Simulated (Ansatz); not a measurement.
Ideal-gas functions of BCl₂ (`Cl[B]Cl`) radical at 800 K and 1 bar, from an Ansatz frequency run at PBE0-D4/def2-TZVP.

Molar mass 81.72 g/mol, point group C2v (symmetry number 2), electronic degeneracy 2, moments of inertia 5.834, 165.561, 171.396 u Å². Harmonic wavenumbers (cm⁻¹, unscaled): 283, 706, 1009.

Use S(trans) = R[1.5 ln M + 2.5 ln T − 1.1517]; rotational temperatures θ = 24.2544 K / I; S(rot) = R[ln(√π/σ · √(T³/θAθBθC)) + 1.5]; for each mode x = 1.438777 ν̃/T, S = R[x/(eˣ − 1) − ln(1 − e⁻ˣ)] and H = RT x/(eˣ − 1); 1 cm⁻¹ = 0.0119627 kJ/mol; R = 8.31446 J/(mol·K).

Problem. By hand: the entropy, in J/(mol·K).

Solution. Translation 184.3. Rotation: θ = 4.1574, 0.1465, 0.1415 K, giving 105.0. Vibration, mode by mode: 14.02, 6.87, 4.41, in all 25.3. Electronic 5.8. Sum 320.4 J/(mol·K).

Problem. By hand: H − E and G − E in kJ/mol, counted from the electronic energy.

Solution. Zero-point energy ½ × 1998 × 0.0119627 = 12.0; thermal vibration 10.7; translation, rotation and pV give 4 RT = 26.6. H − E = 49.3 kJ/mol, and G − E = 49.3 − 800 × 320.4/1000 = -207.0 kJ/mol.

Vibration gives 8 % of the entropy.
